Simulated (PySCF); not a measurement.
Species: C4H3N.
Atom-mapped SMILES: `[CH:1]#[C:2][C@@H:3]1[CH:4]=[N:5]1`

NICS is the negative of the GIAO shielding at a point without a nucleus: at the ring centre (0) and 1 Å above and below it (1); zz is the component along the ring normal. Level: GIAO PBE0/pcSseg-1 (PySCF, non-relativistic, gas phase) on the GFN2-xTB geometry, one conformer.

Ring bond lengths (Å), with Mayer bond orders in brackets: C3–C4 1.460 (0.99), C4–N5 1.248 (1.83), N5–C3 1.513 (0.92).

Give the NICS values of each ring in ppm.

```csv
ring,type,NICS(0),"NICS(1), two faces","NICS(1)zz, two faces",rms pucker (Å),"centre to ring atoms, mean (Å)"
C3–C4–N5,"3-membered ring with N; formal bonds 1 double, 2 single",-32.5,-8.9 / -9.6,-18.3 / -21.3,0.00,0.81
```

What do they say, and how far can they be read as aromaticity?

- C3–C4–N5: mean NICS(1)zz -19.8 ppm, shielded. C3 has four or more neighbours; no verdict on aromaticity is drawn. NICS(0) lies 23 ppm below the mean NICS(1).

List the ring angles and the Hirshfeld charges of the ring atoms.

- C3–C4–N5: C3 49.6° (-0.009 e), C4 67.4° (+0.066 e), N5 63.0° (-0.134 e); sum 180.0° against 180° for a flat convex ring.

How shielded are the nuclei of the rings and their hydrogens (means over atoms taken as equivalent)?

```json
{"atoms": "C3", "environment": "sp3 carbon bound to nitrogen", "σ isotropic (ppm)": "172.6", "principal values of the symmetric part, first atom (ppm)": "111.0, 149.6, 257.1"}
{"atoms": "C4", "environment": "C=N carbon", "σ isotropic (ppm)": "14.8", "principal values of the symmetric part, first atom (ppm)": "-161.4, 56.8, 149.1"}
{"atoms": "N5", "environment": "C=N nitrogen", "σ isotropic (ppm)": "-83.1", "principal values of the symmetric part, first atom (ppm)": "-411.7, -122.0, 284.4"}
{"atoms": "H on C3", "environment": "methine hydrogen", "σ isotropic (ppm)": "29.67", "principal values of the symmetric part, first atom (ppm)": "22.8, 27.0, 39.1"}
{"atoms": "H on C4", "environment": "hydrogen on a C=N carbon", "σ isotropic (ppm)": "21.59", "principal values of the symmetric part, first atom (ppm)": "15.9, 24.4, 24.5"}
```
